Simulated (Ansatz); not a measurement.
fcc Pb was calculated with PBEsol (Ansatz, a program for electronic structure, plane waves, PAW).

A relaxed, unreconstructed slab of the (311) face has 11 atoms, two equal faces of 20.184 Å² each and an energy of -129303.2643 eV. A bulk cell of 11 atoms with the same orientation and in-plane k mesh has -129304.4008 eV. Energies are extrapolated to zero smearing.

Numerical settings: plane-wave cutoff 500 eV, 16×16×1 k mesh (along the axes of the cell as run), Fermi–Dirac smearing 0.1 eV, scalar-relativistic PAW data made under PBE.

Worked out: γ = (E_slab − N E_bulk per atom)/2A = [-129303.2643 − 11 × (-129304.4008/11)]/(2 × 20.184) = 0.0282 eV/Å². With 16.022 J/m² per eV/Å² this is 0.45 J/m², or 0.57 eV per surface cell and face.
